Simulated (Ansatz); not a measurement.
## hcp against bcc along the 5d metals

The calculation used Ansatz, DFT, PBEsol, plane waves (420 eV) with PAW, scalar-relativistic. (PAW data from PBE, frozen cores regenerated.)

Each structure is relaxed within its symmetry, in the lowest magnetic state of the tried starts. Differences under about 8 meV lie within the error of the k-point mesh.

```csv
element,E(hcp) − E(bcc) (meV/atom),V(hcp) (Å³/atom),V(bcc) (Å³/atom),state of hcp,state of bcc
Lu,-153,27.54,27.97,spin not included,spin not included
Hf,-166,21.62,21.29,spin not included,spin not included
Ta,296,18.12,17.71,spin not included,spin not included
W,516,16.05,15.70,spin not included,spin not included
Re,-320,14.56,14.68,spin not included,spin not included
Os,-924,13.89,14.36,spin not included,spin not included
Ir,?,?,?,?,?
Pt,-47,15.15,15.23,spin not included,spin not included
Au,-15,17.02,17.03,spin not included,spin not included
Hg,13,23.57,23.84,spin not included,spin not included
```

Question: Fill in the row of Ir.

Answer: E(hcp) − E(bcc) (meV/atom): -602; V(hcp) (Å³/atom): 14.13; V(bcc) (Å³/atom): 14.57; state of hcp: spin not included; state of bcc: spin not included.
